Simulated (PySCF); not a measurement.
Computed NMR parameters against published values

Bonds (- single, = double, # triple, : aromatic): C1#C2 1.196 Å, C2-C3 1.453 Å, C3-C4 1.531 Å, C3-C5 1.531 Å. C1 carries H6; C3 carries H7; C4 carries H8, H9, H10; C5 carries H11, H12, H13.

What is known from experiment: δ 13C C2 89.2; C1 67.6; C4/C5 22.8; C3 20.3 ppm (measured; solution, not stated per compound (mostly CDCl3 or CCl4); Pretsch, Buehlmann, Badertscher, Structure Determination of Organic Compounds, 4th ed. (2009)).

[PySCF 2.14: shielding tensors at PBE0/pcSseg-1 (GIAO); geometry: GFN2-xTB; equivalent nuclei averaged; isolated molecule; relativity neglected; single conformer]

(1) What does the calculation give, and how does it compare?

(2) How far are the unscaled 13C shifts from the references?

## Answers

(1) 
Reference values: measured (solution, not stated per compound (mostly CDCl3 or CCl4); Pretsch, Buehlmann, Badertscher, Structure Determination of Organic Compounds, 4th ed. (2009)).
| atoms | quantity | reference | computed | computed, scaled |
| --- | --- | --- | --- | --- |
| C2 | δ 13C | 89.2 | 94.6 | 90.1 |
| C1 | δ 13C | 67.6 | 74.6 | 70.5 |
| C4/C5 | δ 13C | 22.8 | 25.4 | 22.6 |
| C3 | δ 13C | 20.3 | 23.0 | 20.2 |

Computed shifts are σ(ref) − σ with the named reference compound (TMS for H and C) calculated as an isolated molecule at the same level. The measured values may be among those fitted. Scaled to experiment by linear calibration (H and C: mostly CDCl3 data, vs TMS): 13C: δ = 179.97 − 0.974σ (rms 2.1 ppm, 958 shifts, 2.3 ppm with the 13 outliers that the fit left out). A few per cent of atoms miss by over 2 rms, more outside the fitted compound classes.

(2) Mean signed difference +4.42 ppm, mean absolute 4.42 ppm over 4 comparisons; the largest is +7.0 ppm at C1 (terminal alkyne carbon).
